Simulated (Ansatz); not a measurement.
Ansatz (a quantum-chemistry and plane-wave program) input (B3LYP/def2-SVP):

Ansatz 0.2 input:
```yaml
crystal:
  periodic: [false, false, false]
  atoms:
    - {symbol: S, position_ang: [-0.00000000, -0.00000000, -0.07935692]}
    - {symbol: H, position_ang: [0.00000000, 0.00000000, 1.26971067]}
basis:
  gaussian:
    orbitals: def2-SVP
hamiltonian:
  xc: {name: B3LYP}
total_charge: -1
output: {forces: true}
```

From the last part of the output:

```
Functional definition: B3LYP
integrals: 0.00 GiB planned
213 factors; integrals over basis functions are off by at most 1.1e-3 eV
mean field: 0.05 GiB planned
mean field evaluation 1: about -10848.4749 eV, gradient 7.6e0 eV
mean field evaluation 2: about -10848.5385 eV, gradient 5.2e0 eV
mean field evaluation 4: about -10848.6059 eV, gradient 1.3e-1 eV
mean field evaluation 8: about -10848.6049 eV, gradient 5.7e-4 eV
mean field -10848.60494125 eV, -398.6788781423 hartree, gradient 2.3e-5 eV, S^2 0.000000; 0 other end points of the search recorded, 0 dependent functions left out
the calculation of the forces begins
reference -10848.60508036 eV, -398.6788832546 hartree; 9, 9 occupied and 14, 14 virtual orbitals, 213 factors
Total energy: -10848.60508036 eV, -398.6788832546 hartree
Atom 0 at    -0.000000    -0.000000    -0.079357 Å, force    -0.000000    -0.000000    -0.395067 eV/Å
Atom 1 at     0.000000     0.000000     1.269711 Å, force     0.000000     0.000000     0.395067 eV/Å
Dipole moment:    -0.000000     0.000000     0.104360 e Å
```

The dipole moment of an ion depends on the origin.
